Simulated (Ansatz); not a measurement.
We consider PdS (P4₂/m, No. 84), described by PBEsol-D3(BJ) in Ansatz (plane waves, PAW).

Settings: plane-wave cutoff 520 eV, 10×10×8 k mesh (along the axes of the cell as run), Fermi–Dirac smearing 0.05 eV, scalar-relativistic PAW data made under PBE.

Properties against volume:

Shape and atoms are relaxed at each volume.

```csv
V (Å³/atom),P (GPa),direct gap at Γ (eV),smallest gap on the k mesh (eV),c (Å)
15.726,6.63,0.254,0.071,6.453
16.054,3.11,0.231,0.059,6.489
16.381,0.00,0.212,0.049,6.525
16.709,-2.76,0.193,0.039,6.560
17.037,-5.19,0.176,0.030,6.597
```

The fundamental gap (0.05 eV at the equilibrium volume, on the SCF mesh) lies elsewhere than Γ–Γ.

Note: the run has no spin polarisation, so it can have missed a magnetic state; the bulk modulus comes from volumes at which shape and atoms were relaxed.

Spin–orbit coupling is not included; it can close the smallest gap of 0.05 eV.

Ansatz is an electronic-structure program.
